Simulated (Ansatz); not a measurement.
This geometry of C3H7NS (12 atoms, charge 0, multiplicity 1) is a first-order saddle point.

Level of theory: Ansatz 0.2.0, RKS B3LYP/def2-SVP.

```xyz
12
Properties=species:S:1:pos:R:3
N -1.661 -0.321 0.263
C -0.314 -0.732 0.326
C 0.713 0.202 0.906
C 0.759 -0.113 -0.570
S 0.216 1.097 -1.792
H -2.046 0.309 0.948
H -2.265 -0.636 -0.481
H -0.133 -1.801 0.531
H 0.371 1.204 1.178
H 1.492 -0.211 1.554
H 1.542 -0.793 -0.921
H 1.403 1.739 -1.908
```

Task: Which two structures does it join? (They come from a converged band through this point; their orientation in space is the band's.)

Result: No bond is made or broken. The height of N1 over the plane of its neighbours goes from 0.38 to -0.37 Å.

Initial state:

```xyz
12
Properties=species:S:1:pos:R:3
N -1.683 -0.375 0.458
C -0.310 -0.770 0.343
C 0.775 0.104 0.887
C 0.709 -0.133 -0.611
S 0.129 1.161 -1.723
H -1.782 0.629 0.309
H -2.244 -0.831 -0.263
H -0.177 -1.849 0.480
H 0.481 1.095 1.246
H 1.602 -0.348 1.442
H 1.462 -0.798 -1.046
H 1.115 2.060 -1.488
```

Final state:

```xyz
12
Properties=species:S:1:pos:R:3
N -1.662 -0.168 0.192
C -0.318 -0.656 0.315
C 0.711 0.260 0.929
C 0.753 -0.031 -0.552
S 0.240 1.208 -1.766
H -2.159 -0.232 1.080
H -2.189 -0.712 -0.491
H -0.169 -1.731 0.507
H 0.362 1.255 1.217
H 1.485 -0.173 1.571
H 1.529 -0.711 -0.915
H 1.494 1.636 -2.051
```

Task: How far does it lie above each of them?

Result: 16.7 kJ/mol above the first and 14.5 kJ/mol above the second. This is the barrier of this one path; another mechanism may lie lower.

Time of the run: 2.3 min on 2 threads of Arm Neoverse V2, with other jobs on the host, peak memory 0.26 GiB.
